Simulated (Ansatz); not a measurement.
# AlSO (doublet): from Hartree-Fock to the top rungs at a displaced geometry (v2), cc-pVDZ

How much of the correlation energy of AlSO (doublet) does each wave-function method recover here?

Computed with Ansatz 0.2.0, Gaussian basis. Level: cc-pVDZ, core rule «outside noble gas», up to 11 orbitals frozen.

To be run: UHF; CCSD(T) on ROHF; CCSD(T) on UHF; BCCD(T) on ROHF; CISD as a restricted active space (open shells left free, so some higher excitations enter); CCSDT(Q) on ROHF; CCSDT(Q) on UHF.

25 further runs of the same task are left out: 12 for a known fault of the program, 4 that didn't finish, 9 set aside as unsound or not needed. Runs told in other sessions of the task aren't counted.

## 1. The system

The geometry is a PBE0/def2-TZVP stationary point (not a proven minimum) with its atoms shifted at random (size 0.100 Å).

3 atoms, charge 0, spin multiplicity 2.

Atoms are counted from 1 here; the program's logs count them from 0.

Bond lengths: Al1–O2 1.717 Å, O2–S3 1.608 Å. Angles: Al1–O2–S3 171.6°.

## 2. UHF

in.yaml reads:

```yaml
crystal:
  periodic: [false, false, false]
  atoms:
    - {symbol: Al, position_ang: [0.084376, 0.005225, 1.674598]}
    - {symbol: O, position_ang: [-0.080498, 0.013599, -0.034509]}
    - {symbol: S, position_ang: [-0.003878, -0.018825, -1.640089]}
basis:
  gaussian: {orbitals: cc-pVDZ}
magnetization: {spin_polarized: true, initial_magnetization: 1}
hamiltonian: {xc: hf}
output: {orbitals: {seedname: orbitals}}
```

Started as:

```console
ansatz run in.yaml --threads 1 --pin off --events-out ev --progress --plain --max-ram 2393MiB
```

After this run come: CCSD(T) on ROHF; CCSD(T) on UHF; BCCD(T) on ROHF; CISD as a restricted active space (open shells left free, so some higher excitations enter); CCSDT(Q) on ROHF; CCSDT(Q) on UHF.

Before running them: what should the planned runs give, taken together? Wanted: UCCSDT(Q) from the RHF energy; RMP2 from UCCSDT(Q); UMP2 from UCCSDT(Q); RCCSD from UCCSDT(Q); RCCSD(T) from UCCSDT(Q); UCCSD(T) from UCCSDT(Q); RCCSDT(Q) from UCCSDT(Q); T1 diagnostic.

The runs gave:

```
                         quantity                      value
    UCCSDT(Q) from the ROHF energy                -10.2270 eV
              RMP2 from UCCSDT(Q)              +102.1 kJ/mol
              UMP2 from UCCSDT(Q)              +104.7 kJ/mol
             RCCSD from UCCSDT(Q)               +32.3 kJ/mol
          RCCSD(T) from UCCSDT(Q)                +5.3 kJ/mol
          UCCSD(T) from UCCSDT(Q)                +5.3 kJ/mol
         RCCSDT(Q) from UCCSDT(Q)                +0.5 kJ/mol
levels within 1 kcal/mol (43 meV)  RCCSDT, UCCSDT, RCCSDT(Q)
                    T1 diagnostic                      0.025
```

In words: RCCSD(T) lands +5.3 kJ/mol from the yardstick (0.5 % of the correlation energy). These misses are within one basis, not against nature; the frozen cores of restricted and unrestricted runs differ, which can shift their rows.

With open shells the CI space here admits some higher excitations, so it is larger than plain CISD.
